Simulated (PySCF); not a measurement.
## SiB: frontier orbitals

UHF at R = 1.915 Å; basis Si 6-311G(d,p), B 6-311G(d,p); no relativity; PySCF 2.14. State: ⁴Σ⁻ (quartet), unpaired electrons σ ↑, π ↑↑. Only the outer orbitals are listed, counted within each symmetry.

```
spin  orbital  occ.  ε (eV)  on Si (%)           main shells (%)
   α       5σ     1  -20.57         49           45 B s, 42 Si s
   α       6σ     1  -13.72         37   43 B s, 33 Si s, 20 B p
   α       7σ     1   -9.58         57  42 B p, 36 Si p, 20 Si s
   α       2π     1   -8.86         51           50 Si p, 48 B p
   α       2π     1   -8.86         51           50 Si p, 48 B p
   α       3π     0    1.12         52           51 Si p, 48 B p
   α       3π     0    1.12         52           51 Si p, 48 B p
   β       5σ     1  -16.36         51   49 Si s, 37 B s, 11 B p
   β       6σ     1   -9.99         74  38 Si s, 36 Si p, 26 B s
   β       2π     0    0.37         78           78 Si p, 22 B p
   β       2π     0    0.37         78           78 Si p, 22 B p
   β       7σ     0    1.65         14   48 B p, 38 B s, 12 Si p
```

Problem. Which are the highest filled and the lowest empty level, where do they sit, and how wide is the gap?

Solution. Highest filled α 2π at -8.86 eV (in %: 50 Si p, 48 B p); lowest empty β 2π at 0.37 eV (in %: 78 Si p, 22 B p); the gap at UHF is 9.23 eV. Both belong to one degenerate shell, split only by its one-sided filling, so this is no excitation gap. An empty level above zero is unbound, and its energy depends on the basis.

```json
{
  "bond order (Mayer)": "1.80",
  "⟨S²⟩": "3.756",
  "charge on Si (Mulliken, basis-dependent)": "0.29",
  "charge on Si (Löwdin, basis-dependent)": "0.20",
  "dipole moment (positive dipole means Si(−)B(+))": "-0.04 D",
  "polarisability along the bond": "79.0 bohr³",
  "polarisability across the bond": "28.7 bohr³"
}
```

The state was picked by a PBE0 search and need not be the measured ground state.
